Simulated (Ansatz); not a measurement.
Born–Oppenheimer molecular dynamics of BH$_{8}$NSi (11 atoms, charge 0, multiplicity 1). It starts at the highest image of a converged band. Of that band: Neighbouring images differ by up to 2.1 eV, so the band resolves the path poorly. A vibrational analysis at the climbing image gives one clearly imaginary mode, 1498i cm⁻¹: a first-order saddle point.

All numbers below come from RKS B3LYP-D4/6-31G* in Ansatz.

| Property | Result |
| --- | --- |
| ensemble | NVE (velocity Verlet) |
| time step | 0.5 fs |
| steps asked | 200 |
| starting velocities drawn for | 100 K |
| seed | 11049 |

First frame:

```xyz
11
Properties=species:S:1:pos:R:3
B -0.250 0.219 0.541
N 0.365 -0.305 1.897
H -0.247 -0.780 2.547
H 1.308 -0.670 1.883
H 0.485 0.132 -0.402
H -1.416 -0.021 0.397
Si -0.396 2.462 0.625
H -0.982 2.598 -0.735
H -1.341 3.076 1.603
H 0.869 3.255 0.669
H 0.147 1.009 1.621
```

Task: What does the run give?

Result: All steps were run.

```yaml
steps_done: 200
time_covered: 100 fs
mean_temperature_over_the_second_half: 860 K
spread_of_the_potential_energy_over_the_second_half: 19.4 meV per atom
mean_potential_energy_of_the_second_half_above_the_start: -80.5 meV per atom
```

The conserved energy stayed within 0.47 meV per atom of its start (net change -0.14 meV per atom), so the integration is sound. The kinetic energy rose, since the run started high on the potential surface and went downhill. A run of 0.1 ps of so small a system gives no equilibrium averages. The orbitals stay closed-shell, which can raise the energy where a bond breaks towards radicals; this wasn't checked here.

Task: What happens to the structure?

Result: Between its relaxed ends the band would form B1–Si7, N2–H11 and break Si7–H11. These pairs go: B1–Si7 2.25 → 1.83 Å, N2–H11 1.36 → 0.97 Å, Si7–H11 1.84 → 3.43 Å. In the last frame they stand as after the step (other bonds may differ from the relaxed reactants and products). Also parted: B1–H11 1.39 → 2.43 Å. It ends as one piece, BH8NSi. Pairs count as bonded within 1.25 times the sum of covalent radii (0.12 Å more for H–H). Another seed would give other details.

Task: How do temperature and energy run in time?

Result: 
```
time (fs)  T (K)  potential energy less start (eV)  conserved less start (meV/atom)
        0    100                             0.000                             0.00
        8    464                            -0.424                            -0.07
       16    993                            -1.039                             0.04
       24    918                            -0.954                            -0.14
       32    645                            -0.639                            -0.37
       40    535                            -0.503                             0.19
       48    890                            -0.923                            -0.33
       56    830                            -0.849                             0.02
       64    583                            -0.562                             0.08
       72    956                            -0.999                            -0.31
       80    796                            -0.809                             0.07
       88   1079                            -1.141                            -0.23
       96    741                            -0.747                            -0.11
```

Run time: 8.3 min on 1 thread of Arm Neoverse V1, with other jobs on the host, peak memory 0.12 GiB.
